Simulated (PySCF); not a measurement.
Assignment exercise: C3H4S

Molfile (atoms numbered from 1):
```
C3H4S
     RDKit          3D

  8  7  0  0  0  0  0  0  0  0999 V2000
   -1.2440    0.1960    0.0280 C   0  0  0  0  0  0  0  0  0  0  0  0
   -0.0916   -0.4734    0.1177 C   0  0  0  0  0  0  0  0  0  0  0  0
    1.1793    0.1640   -0.1251 C   0  0  0  0  0  0  0  0  0  0  0  0
    2.6184   -0.5702   -0.0494 S   0  0  0  0  0  0  0  0  0  0  0  0
   -2.1984   -0.2833    0.2091 H   0  0  0  0  0  0  0  0  0  0  0  0
   -1.2603    1.2496   -0.2316 H   0  0  0  0  0  0  0  0  0  0  0  0
   -0.0697   -1.5274    0.3767 H   0  0  0  0  0  0  0  0  0  0  0  0
    1.1210    1.2261   -0.3779 H   0  0  0  0  0  0  0  0  0  0  0  0
  1  2  2  0
  2  3  1  0
  3  4  2  0
  1  5  1  0
  1  6  1  0
  2  7  1  0
  3  8  1  0
M  END
```

Level of theory: GIAO PBE0/pcSseg-2 shieldings, coordinates at the PBE0-D3(BJ)/def2-TZVP level, in PySCF 2.14 (non-relativistic, isolated molecule, one computed conformer).

Referencing at the same level of theory: TMS for ¹³C, ¹H.

Question: Assign these signals to the numbered atoms. ¹³C{¹H} NMR (computed): δ 256.3 (CH), 158.7 (CH), 146.8 (CH2).

Answer: 
| δ (ppm) | atoms | environment | reason |
| --- | --- | --- | --- |
| 256.3 | C3 | thiocarbonyl carbon | the small n→π* gap of C=S deshields it strongly |
| 158.7 | C2 | alkene CH | an sp2 carbon of a C=C bond |
| 146.8 | C1 | terminal =CH2 carbon | an sp2 carbon of a C=C bond |

Question: Assign these signals to the numbered atoms. ¹H NMR (500 MHz, computed): δ 11.64 (d, 1H), 7.13 (m, 1H), 6.77 (m, 1H), 6.05 (m, 1H).

Answer: 
| δ (ppm) | atoms | environment | reason |
| --- | --- | --- | --- |
| 11.64 | H8 | hydrogen on a thiocarbonyl carbon | – |
| 7.13 | H7 | hydrogen on an alkene CH | olefinic region |
| 6.77 | H5 | hydrogen on a terminal =CH2 carbon | attached to an sp2 carbon and in the plane of the double bond |
| 6.05 | H6 | hydrogen on a terminal =CH2 carbon | – |

Shifts are as computed. Against solution values, carbons near 30 ppm lie about +3 ppm off and those near 130 ppm about +9 ppm. Of 1211 compounds with measured shifts, 218 miss one by over three times the rms of a fit or turn the order of signals round; such compounds aren't used in these exercises. Multiplicities follow the n + 1 count of equivalent neighbours, as no J values were calculated; m marks all less simple cases, F and P coupling included.
